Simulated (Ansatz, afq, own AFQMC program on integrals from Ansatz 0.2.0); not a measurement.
GaH$_{2}$OF, singlet in def2-TZVP, levels against AFQMC with the constraint released

```xyz
5

O    -1.1377   -0.5803   -0.2753
Ga    0.3839    0.2800    0.0122
F     0.4429    1.7898   -0.8644
H    -1.2205   -1.4207    0.1867
H     1.5815   -0.1425    0.8995
```

Connectivity, by distances: OH–GaH–F.

Basis def2-TZVP. Only valence electrons are correlated. Integrals, coupled cluster, full CI and functionals: Ansatz 0.2.0; the random walks run on the same integrals in our own AFQMC program. The CISD trial takes its coefficients from CCSD amplitudes. Released means that phaseless walkers are propagated on without the constraint, phases kept. Uncertainties: one standard error, sampling alone. No spin–orbit coupling.

Determinant: RHF, the one that the program's search chose, which needn't be the lowest solution. The geometry is a PBE0/def2-SVP stationary point of this or a neighbouring charge and spin state.

No full CI on the walks' own integrals is used here. The released AFQMC energy serves as the reference, which it does only where one determinant dominates, the energy is flat over the last release times and near the phaseless one (40 meV or 2 meV an electron, half that with transition metals). On small molecules, where full CI could be run and the noise was under 10 meV, such values lay within 10 meV of it in 19 cases of 20, a flattering rate, since the rule was set on those same cases; what remains of the bias isn't in the error bar.

Cautions: no relativity below Rb; no spin-orbit coupling; inner d shell frozen; the released value is read at 1.50 1/Eh (meV from the phaseless value at times in 1/Eh: 12 ± 6 at 0.24, 7 ± 7 at 0.51, 16 ± 8 at 0.99, 17 ± 10 at 1.50).

* T1 diagnostic: 0.0144
* weight of the determinant in the CISD state: 0.865
* size of the correlated space: 18 electrons in 106 orbitals

Reference: AFQMC with the constraint released, correlation energy -16.342 ± 0.010 eV.

| level | E − E(reference) (kJ/mol) | share of correlation (%) |
| --- | --- | --- |
| HF | 1576.8 ± 0.9 | 0.00 |
| MP2 | 68.3 ± 0.9 | 95.67 |
| CCSD | 50.1 ± 0.9 | 96.82 |
| CCSD(T) | 2.9 ± 0.9 | 99.82 |
| ph-AFQMC/CISD | -1.7 ± 1.1 | 100.11 |

Released energies are given only where the last usable release times agree within the noise; a slower fall can still hide under it.
